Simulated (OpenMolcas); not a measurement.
**Exact exchange and the HOMO–LUMO gap of CH5BO**

CH5BO: 8 atoms, total charge 0, spin state singlet. As SMILES, `CBO`. The coordinates come from a PBE0-D4/def2-TZVP relaxation. This is one conformer, not always the lowest.

The HOMO–LUMO gap y, in eV, basis 6-311+G(d,p); a is the functional's share of exact exchange. Programs: OpenMolcas 26.06.

```
functional     program     a  y (eV)
       PBE  OpenMolcas     0    6.24
      BLYP  OpenMolcas     0    6.30
     B3LYP  OpenMolcas   0.2    8.21
      PBE0  OpenMolcas  0.25       ?
     BHLYP  OpenMolcas   0.5   10.49
```

Question: Fit y = c + s·a to the known rows and predict PBE0.

Answer: 
1. Means of the 4 rows: a = 0.1750, y = 7.810.
2. Σ(Δa)² = 0.1675, Σ(Δa·Δy) = 1.42, so the slope is 1.42/0.1675 = 8.4776.
3. Intercept: 7.810 − (8.4776) × 0.1750 = 6.326. The largest residual of the fit is 0.19.
4. PBE0: 6.326 + (8.4776) × 0.25 = 8.45 eV.

The run gave 8.68 eV, so the prediction is off by -0.23 eV, about the largest residual. Exact exchange lowers occupied levels and raises empty ones.
